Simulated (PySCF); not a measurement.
C₄H₇O₂ (doublet state).
Geometry (GFN2-xTB, Å), atoms numbered from 1 in this order:
```xyz
13
C4H7O2 angstrom
C     -2.3614   -0.1225    0.0922
C     -1.0546   -0.4199    0.6901
C      0.1500    0.1061    0.1321
O      0.2263    0.8237   -0.8514
O      1.2467   -0.2898    0.8355
C      2.4859    0.1885    0.3486
H     -3.0142    0.3685    0.8189
H     -2.8709   -1.0451   -0.1987
H     -2.2338    0.5169   -0.7783
H     -0.9802   -1.0441    1.5655
H      3.2494   -0.2129    1.0104
H      2.5036    1.2812    0.3591
H      2.6488   -0.1504   -0.6776
```

The hyperfine couplings belong to this conformer and change with its torsions.

As a line formula: `C[CH]C(=O)OC` [radical].

The calculation used UKS B3LYP, pcH-1 on C H O, non-relativistic, mean-field spin-orbit, GIAO (PySCF 2.14.0). Geometry: GFN2-xTB, one conformer, isolated molecule. A GFN2-xTB geometry isn't a minimum of the functional, and hyperfine couplings can be far from their values at a DFT geometry. The SCF solution wasn't tested for stability.

**Question.** Where do the isotropic ENDOR lines of C2, C3, C1, C6, H7/H8/H9, H10 and H11/H12/H13 fall at 338.5 mT, to first order?

**Answer.** ν± = |νn ± a/2|, one line for each electron-spin manifold; νn = |g_N| × 7.62259 MHz/T × B.

```json
{"nuclei": "C2", "isotope": "13C", "g_N": "1.4048", "νn (MHz)": "3.62", "a_iso (MHz)": "69.83", "lower line (MHz)": "31.29", "upper line (MHz)": "38.54"}
{"nuclei": "C3", "isotope": "13C", "g_N": "1.4048", "νn (MHz)": "3.62", "a_iso (MHz)": "-41.19", "lower line (MHz)": "16.97", "upper line (MHz)": "24.22"}
{"nuclei": "C1", "isotope": "13C", "g_N": "1.4048", "νn (MHz)": "3.62", "a_iso (MHz)": "-28.95", "lower line (MHz)": "10.85", "upper line (MHz)": "18.10"}
{"nuclei": "C6", "isotope": "13C", "g_N": "1.4048", "νn (MHz)": "3.62", "a_iso (MHz)": "-2.32", "lower line (MHz)": "2.46", "upper line (MHz)": "4.79"}
{"nuclei": "H7/H8/H9", "isotope": "1H", "g_N": "5.5857", "νn (MHz)": "14.41", "a_iso (MHz)": "74.42", "lower line (MHz)": "22.80", "upper line (MHz)": "51.62"}
{"nuclei": "H10", "isotope": "1H", "g_N": "5.5857", "νn (MHz)": "14.41", "a_iso (MHz)": "-54.59", "lower line (MHz)": "12.88", "upper line (MHz)": "41.71"}
{"nuclei": "H11/H12/H13", "isotope": "1H", "g_N": "5.5857", "νn (MHz)": "14.41", "a_iso (MHz)": "6.03", "lower line (MHz)": "11.40", "upper line (MHz)": "17.43"}
```

The rows for 13C, of low natural abundance, apply to labelled samples.

**Question.** Which pairs are centred on the nuclear Larmor frequency, and which on half the coupling?

**Answer.** Centred on νn, since |a| < 2νn: C6 and H11/H12/H13. Centred on |a|/2 and split by 2νn: C2, C3, C1, H7/H8/H9 and H10.

**Question.** At what field would the lower line of C3 fall to zero frequency?

**Answer.** Where νn = |a|/2, that is B = 20.59 MHz/(1.4048 × 7.62259 MHz/T) = 1920 mT, as far as first order holds there.

Nuclei that the bonding pattern makes equivalent are averaged, as if the motion that swaps them (rotation, inversion, ring flip) were fast. The three 1H nuclei of mean +74.4 MHz run from 2.2 to 110.7 MHz in the frozen geometry. The three 1H nuclei of mean +6.0 MHz run from 0.0 to 9.0 MHz in the frozen geometry.

Hardware: an Arm Neoverse V2 with one thread, shared host with 96 logical CPUs at a one-minute load of 31. Cost: 30 s (grids of density and orbitals included), 0.84 GiB resident at most.
